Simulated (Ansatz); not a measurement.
## What a trial cell of CsRu relaxes into

All numbers below come from DFT PBE, scalar-relativistic, plane waves, PAW in Ansatz 0.2.0. Cutoff 420 eV, Γ-centred k mesh, Gaussian smearing, no spin polarisation in the final step.

The start puts CsRu on the caesium chloride structure type (Pm-3m, No. 221), with Ru in place of Cl, at a guessed volume.

```yaml
crystal:
  lattice:
    - [3.91472, 0.00000, 0.00000]
    - [0.00000, 3.91472, 0.00000]
    - [0.00000, 0.00000, 3.91472]
  atoms:
    - { symbol: Cs, position: [0.00000, 0.00000, 0.00000] }
    - { symbol: Ru, position: [0.50000, 0.50000, 0.50000] }
```

Cell and atoms relax at zero pressure; the relaxation can't lower the symmetry of the start.

Formation energies are uncorrected and refer to the elements' standard structures at the same level.

(1) Describe the relaxed structure.

(2) What are its volume, energy, density and gap?

Results:

(1) It keeps Pm-3m (No. 221). The result has the caesium chloride structure. Conventional cell: a = 3.647 Å. Cs is coordinated by 8 Ru at 3.16 Å and 6 Cs at 3.65 Å; Ru has 8 Cs at 3.16 Å and 6 Ru at 3.65 Å.

```
Cs Ru
1.0
     3.64716    0.00000    0.00000
     0.00000    3.64716    0.00000
     0.00000    0.00000    3.64716
Cs Ru
1 1
Direct
  0.00000 0.00000 0.00000
  0.50000 0.50000 0.50000
```

(2) The volume per atom is 24.26 Å³. The density is 8.01 g/cm³ and the energy over the elements is 2.20 eV/atom. The gap on the 16×16×16 mesh is 0 eV (a metal).

The final run used a 16×16×16 mesh on its 2-atom cell and 0.10 eV smearing. For metals, differences of a few meV/atom aren't resolved. Symmetry constrained the relaxation, so the result can be a saddle point.

Cost: 3 runs of about 0.87 core-minutes in all, on Arm Neoverse V2 (shared hosts).